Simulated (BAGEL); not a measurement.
# CH2FN (SMILES [H]/N=C/F) at HF/def2-TZVP (density fitting with qzvpp-jkfit)

Aim: the energy change on altering one bond length of CH2FN at HF/def2-TZVP (density fitting with qzvpp-jkfit), from 2 runs. 

The calculation is run with BAGEL 1.2.2.

**1. The system as given**

CH2FN: 5 atoms, total charge 0, spin state singlet. As SMILES, `[H]/N=C/F`. The coordinates come from a PBE0-D4/def2-TZVP relaxation.

Bond lengths: N1–C2 1.242 Å, C2–F3 1.328 Å, N1–H4 1.016 Å, C2–H5 1.092 Å. Angles: N1–C2–F3 120.0°, N1–C2–H5 129.8°, F3–C2–H5 110.2°, C2–N1–H4 110.6°.

**2. A single-point energy at HF/def2-TZVP (density fitting with qzvpp-jkfit)**

File hf.json:

```json
{ "bagel" : [

{
  "title" : "molecule",
  "basis" : "def2-tzvp.json",
  "df_basis" : "qzvpp-jkfit",
  "angstrom" : true,
  "geometry" : [
    { "atom" : "N", "xyz" : [   -0.719900,   -0.454400,   -0.439800 ] },
    { "atom" : "C", "xyz" : [    0.296500,   -0.034500,    0.137300 ] },
    { "atom" : "F", "xyz" : [    1.242400,   -0.884800,    0.520800 ] },
    { "atom" : "H", "xyz" : [   -1.343900,    0.314100,   -0.667300 ] },
    { "atom" : "H", "xyz" : [    0.574800,    0.986000,    0.407600 ] }
  ]
},
{
  "title" : "hf"
},
{
  "title" : "print",
  "file" : "orbitals.molden",
  "orbitals" : true
}

]}
```

The basis set def2-TZVP is read from a file made from the Basis Set Exchange's data (not shown).

On the command line:

```sh
$ BAGEL_NUM_THREADS=1 BAGEL hf.json > hf.out
```

What it wrote:

```text
* using 1 threads per process

  ===============================================================
  ===============================================================

  *** Geometry ***

  { "atom" : "N", "xyz" : [     -1.360414,     -0.858692,     -0.831102 ] },
  { "atom" : "C", "xyz" : [      0.560304,     -0.065196,      0.259459 ] },
  { "atom" : "F", "xyz" : [      2.347796,     -1.672030,      0.984169 ] },
  { "atom" : "H", "xyz" : [     -2.539603,      0.593563,     -1.261014 ] },
  { "atom" : "H", "xyz" : [      1.086215,      1.863270,      0.770252 ] },

  Number of auxiliary basis functions:      265

  Since a DF basis is specified, we compute 2- and 3-index integrals:
    o Being stored without compression. Storage requirement is 0.023 GB

  Number of basis functions:      105
  Number of electrons      :       24

    * METHOD: MOLECULE                             0.10

  *** RHF ***

  === Nuclear Repulsion ===
    68.5575689908

      * DIIS with orbital gradients will be used.

  === RHF iteration (def2-tzvp.json) ===
      0       -192.79555429          0.02279517           0.02
      1       -192.91562406          0.01481682           0.02
      2       -192.97989425          0.00181525           0.02
      3       -192.98169157          0.00068694           0.02
      4       -192.98189948          0.00020486           0.02
      5       -192.98194697          0.00010172           0.02
      6       -192.98195325          0.00004658           0.02
      7       -192.98195507          0.00001049           0.02
      8       -192.98195515          0.00000283           0.02
      9       -192.98195515          0.00000168           0.02
     10       -192.98195515          0.00000032           0.02
     11       -192.98195515          0.00000011           0.02
     12       -192.98195515          0.00000004           0.02
     13       -192.98195515          0.00000002           0.02
     14       -192.98195515          0.00000001           0.02
    * SCF iteration converged.

    * Permanent dipole moment:
           (    0.110622,    -1.226422,    -0.094591) a.u.

    * METHOD: HF                                   0.44

    * METHOD: PRINT                                0.03

  ===============================================================
```

It took 0.68 s on 1 thread of Arm Neoverse V1, shared host.

**3. The distorted shape**

File job.json:

```json
{ "bagel": [

{
  "title": "molecule",
  "basis": "def2-tzvp.json",
  "df_basis": "qzvpp-jkfit",
  "angstrom": true,
  "geometry": [
    { "atom": "N", "xyz": [      -1.939596,      -0.958287,      -1.132329 ] },
    { "atom": "C", "xyz": [       0.296500,      -0.034500,       0.137300 ] },
    { "atom": "F", "xyz": [       1.242400,      -0.884800,       0.520800 ] },
    { "atom": "H", "xyz": [      -2.563596,      -0.189787,      -1.359829 ] },
    { "atom": "H", "xyz": [       0.574800,       0.986000,       0.407600 ] }
  ]
},

{
  "title": "hf"
},

{
  "title": "print",
  "file": "orbitals.molden",
  "orbitals": true
}

]}
```

The basis set def2-TZVP is read from a file made from the Basis Set Exchange's data (not shown).

On the command line:

```sh
$ BAGEL_NUM_THREADS=1 BAGEL job.json > job.out
```

What it wrote:

```text
* using 1 threads per process

  ===============================================================
  ===============================================================

  *** Geometry ***

  { "atom" : "N", "xyz" : [     -3.665305,     -1.810900,     -2.139792 ] },
  { "atom" : "C", "xyz" : [      0.560304,     -0.065196,      0.259459 ] },
  { "atom" : "F", "xyz" : [      2.347796,     -1.672030,      0.984169 ] },
  { "atom" : "H", "xyz" : [     -4.844494,     -0.358645,     -2.569704 ] },
  { "atom" : "H", "xyz" : [      1.086215,      1.863270,      0.770252 ] },

  Number of auxiliary basis functions:      265

  Since a DF basis is specified, we compute 2- and 3-index integrals:
    o Being stored without compression. Storage requirement is 0.023 GB

  Number of basis functions:      105
  Number of electrons      :       24

    * METHOD: MOLECULE                             0.10

  *** RHF ***

  === Nuclear Repulsion ===
    51.1667725106

      * DIIS with orbital gradients will be used.

  === RHF iteration (def2-tzvp.json) ===
      0       -191.85187258          0.03733845           0.02
      1       -189.93939438          0.06071545           0.02
      2       -192.45240636          0.01695369           0.02
      3       -192.64386110          0.00672517           0.02
      4       -192.68431854          0.00264498           0.02
      5       -192.69319875          0.00085986           0.02
      6       -192.69452835          0.00033373           0.02
      7       -192.69468967          0.00015492           0.02
      8       -192.69472190          0.00009154           0.02
      9       -192.69473988          0.00004780           0.02
     10       -192.69474511          0.00001892           0.02
     11       -192.69474553          0.00000426           0.02
     12       -192.69474555          0.00000139           0.02
     13       -192.69474555          0.00000044           0.02
     14       -192.69474555          0.00000018           0.02
     15       -192.69474555          0.00000008           0.02
     16       -192.69474555          0.00000005           0.02
     17       -192.69474555          0.00000003           0.02
     18       -192.69474555          0.00000002           0.02
     19       -192.69474555          0.00000001           0.02
     20       -192.69474555          0.00000001           0.02
     21       -192.69474555          0.00000001           0.02
    * SCF iteration converged.

    * Permanent dipole moment:
           (   -0.095009,    -1.128134,    -0.188719) a.u.

    * METHOD: HF                                   0.60

    * METHOD: PRINT                                0.03

  ===============================================================
```

Run time: 0.85 s. Hardware: 1 thread of Arm Neoverse V1, shared host.

**4. Outcome**

Level: HF/def2-TZVP (density fitting with qzvpp-jkfit).

```
                                                         quantity          value
                                        first shape: total energy  -192.98196 Eh
                                       first shape: dipole moment         3.14 D
                                         first shape: HOMO energy      -12.65 eV
                                         first shape: LUMO energy        3.83 eV
                                       first shape: HOMO–LUMO gap       16.48 eV
                                    distorted shape: total energy  -192.69475 Eh
                                   distorted shape: dipole moment         2.92 D
                                     distorted shape: HOMO energy      -11.17 eV
                                     distorted shape: LUMO energy        1.48 eV
                                   distorted shape: HOMO–LUMO gap       12.65 eV
energy change with the N1–C2 bond stretched from 1.242 to 2.732 Å       7.815 eV
```

With the N1–C2 bond stretched from 1.242 to 2.732 Å the energy rises by 7.82 eV (754 kJ/mol). The first shape isn't relaxed at this level, so the change isn't measured from a minimum. A restricted reference can't describe the breaking bond well at this length.
